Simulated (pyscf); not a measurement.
Optimised with ωB97X-D3(BJ)/def2-SVP in PySCF.

### Question
PBE/def2-TZVP puts the barrier of H₃C–NH₂ + CH₃• -> •H₂C–NH₂ + CH₄ (hydrogen abstraction; doublet surface; C–H broken, C–H formed) at 5.5 kcal/mol and the reaction energy at -15.6 kcal/mol, from the separated reactants. What do B3LYP-D3(BJ)/def2-TZVP, PBE0-D3(BJ)/def2-TZVP, ωB97M-D3(BJ)/def2-TZVP give on the same structures?

### Answer
B3LYP-D3(BJ): ΔE‡ = 9.8 kcal/mol, ΔE = -14.3 kcal/mol; PBE0-D3(BJ): ΔE‡ = 9.2 kcal/mol, ΔE = -13.9 kcal/mol; ωB97M-D3(BJ): ΔE‡ = 13.0 kcal/mol, ΔE = -13.7 kcal/mol. PBE's barrier lies under all of them, by 3.7 to 7.5 kcal/mol. Its reaction energy lies under all of them, by 1.3 to 1.9 kcal/mol. This is the saddle that the search found; another between the same sides may lie lower. The angle at the transferred H is 172°.
